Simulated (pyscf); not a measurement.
H₂C=CH₂ + HC≡CH → H₂C=CH–CH=CH₂ (addition across a multiple bond or ene-type step; singlet surface; C–H broken, C–C, C–H formed). Optimised with ωB97X-D3(BJ)/def2-SVP in PySCF. Energies in kJ/mol from the separated reactants.

| level | barrier | reaction energy |
|---|---|---|
| ωB97X-D3(BJ)/def2-TZVP | 305.9 | -199.8 |
| PBE/def2-TZVP | 203.2 | -203.4 |
| B3LYP-D3(BJ)/def2-TZVP | 259.6 | -195.1 |
| PBE0-D3(BJ)/def2-TZVP | … | -216.5 |
| M06-2X/def2-TZVP | 298.0 | -187.6 |
| HF/def2-TZVP | … | … |

Complete the blanks.


- PBE0-D3(BJ)/def2-TZVP, barrier: 239.4
- HF/def2-TZVP, barrier: 442.9
- HF/def2-TZVP, reaction energy: -169.8

The functionals in the table span 102.6 kJ/mol in this barrier, from PBE to ωB97X-D3(BJ)/def2-TZVP. One saddle was located; it need not be the lowest between these sides. One closed-shell reference is unstable to symmetry breaking; treat the single-reference values with care.
